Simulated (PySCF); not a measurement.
Isomers of C5H12O, from PySCF 2.14.0, PBE0-D3(BJ)/def2-SVP geometry optimisation, gas phase. One conformer each, no zero-point energy, no frequencies.

**Question.** Which is lower in electronic energy at this level?
A. `[CH3:1][CH2:2][CH2:3][CH2:4][CH2:5][OH:6]` with C1–C2–C3–C4 180°, C2–C3–C4–C5 -179°, C3–C4–C5–O6 -177°, C4–C5–O6–H -60°: A = 15726, B = 1139, C = 1101 MHz, dipole 1.66 D
B. `[CH3:1][CH:2]([CH3:3])[C@H:4]([CH3:5])[OH:6]` with C1–C2–C4–C5 -174°, C2–C4–O6–H 180° (3-methyl-2-butanol): A = 4524, B = 2727, C = 2304 MHz, dipole 1.53 D

**Answer.** B. That is `CC(C)[C@H](C)O` (3-methyl-2-butanol), 4.3 kcal/mol below the other.

```
        SMILES                                 mapped SMILES      E (Eh)  relative (kcal/mol)  relative (kJ/mol)  dipole (D)
CC(C)[C@H](C)O  [CH3:1][CH:2]([CH3:3])[C@H:4]([CH3:5])[OH:6]  -272.47272                  0.0                0.0        1.53
        CCCCCO     [CH3:1][CH2:2][CH2:3][CH2:4][CH2:5][OH:6]  -272.46590                  4.3               17.9        1.66
```
